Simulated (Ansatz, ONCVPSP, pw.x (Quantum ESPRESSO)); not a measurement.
## What a changed setting does to a pw.x run (fcc Al)

Potential: optimised norm-conserving Vanderbilt (ONCV), ONCVPSP 4.0.1.1 (patched build), PBEsol; core [Ne], reference 3s2 3p1; waves: 3s: rc 1.75 bohr, ncon 4, nbas 9, qcut 4.4 1/bohr, 2 projectors, debl 2.4 Ha; 3p: rc 2.10 bohr, ncon 4, nbas 7, qcut 4.7 1/bohr, 2 projectors, debl 0.8 Ha; local part: polynomial inside 1.45 bohr (lpopt 5, dvloc0 0 Ha); core correction: Teter function fitted to the true core (icmod 2), fcfact 0.5.

The reference run (k-mesh 14³, cutoffs 50/200 Ry, Fermi–Dirac 0.01 Ry, mixing_beta 0.4, conv_thr 1e-9, no spin) gives 0.11 GPa at 16.207 Å³/atom, where all-electron LAPW gives -0.16 GPa. This run, with its own iteration cap, changes smearing to gauss.

```
&control
  calculation='scf', prefix='x', pseudo_dir='./', outdir='./tmp', tstress=.true., disk_io='none'
/
&system
  ibrav=0, nat=1, ntyp=1, ecutwfc=50, ecutrho=200, nbnd=8,
  occupations='smearing', smearing='gauss', degauss=0.01
/
&electrons
  conv_thr=1e-09, mixing_beta=0.4, electron_maxstep=60
/
ATOMIC_SPECIES
Al 1.0 Al.UPF
CELL_PARAMETERS angstrom
  0.00000000 2.00858807 2.00858807
  2.00858807 0.00000000 2.00858807
  2.00858807 2.00858807 0.00000000
ATOMIC_POSITIONS crystal
Al 0.0000 0.0000 0.0000
K_POINTS automatic
14 14 14 0 0 0
```

```bash
pw.x < Al.scf.in > Al.scf.out
```

How does the run end?

It converges in 6 iterations; the free energy moves by +12.1 meV/atom and the pressure by -0.19 GPa. Gaussian smearing of the same width is narrower in effect than Fermi–Dirac, so its quadratic term in F is smaller.

```
Message from routine setup:
     using ibrav=0 with symmetry is DISCOURAGED, use correct ibrav instead
     lattice parameter (alat)  =       5.3679  a.u.
     unit-cell volume          =     109.3703 (a.u.)^3
     number of electrons       =         3.00
     number of Kohn-Sham states=            8
     kinetic-energy cutoff     =      50.0000  Ry
     charge density cutoff     =     200.0000  Ry
     scf convergence threshold =      1.0E-09
     Exchange-correlation= PBESOL
     number of k points=   104  Gaussian smearing, width (Ry)=  0.0100
     iteration #  1     ecut=    50.00 Ry     beta= 0.40
     total energy              =      -5.65175802 Ry
     estimated scf accuracy    <       0.00563273 Ry
     iteration #  2     ecut=    50.00 Ry     beta= 0.40
     total energy              =      -5.65098958 Ry
     estimated scf accuracy    <       0.00183878 Ry
     iteration #  3     ecut=    50.00 Ry     beta= 0.40
     total energy              =      -5.65104721 Ry
     estimated scf accuracy    <       0.00000233 Ry
     iteration #  4     ecut=    50.00 Ry     beta= 0.40
     total energy              =      -5.65104928 Ry
     estimated scf accuracy    <       0.00000001 Ry
     iteration #  5     ecut=    50.00 Ry     beta= 0.40
     total energy              =      -5.65104929 Ry
     estimated scf accuracy    <          1.4E-09 Ry
     iteration #  6     ecut=    50.00 Ry     beta= 0.40
     the Fermi energy is     8.0322 ev
!    total energy              =      -5.65104929 Ry
     estimated scf accuracy    <          3.2E-11 Ry
     smearing contrib. (-TS)   =      -0.00033831 Ry
     The total energy is F=E-TS. E is the sum of the following terms:
     one-electron contribution =       2.97537812 Ry
     hartree contribution      =       0.00798034 Ry
     xc contribution           =      -3.19844995 Ry
     ewald contribution        =      -5.43561949 Ry
     convergence has been achieved in   6 iterations
          total   stress  (Ry/bohr**3)                   (kbar)     P=       -0.79
     Message from routine punch:
     Nothing written, as per user request (disk_io='none')
```

The run took about 8.5 s on one core of a shared host (Neoverse-N1, 64 threads, 124 GiB, load 58).
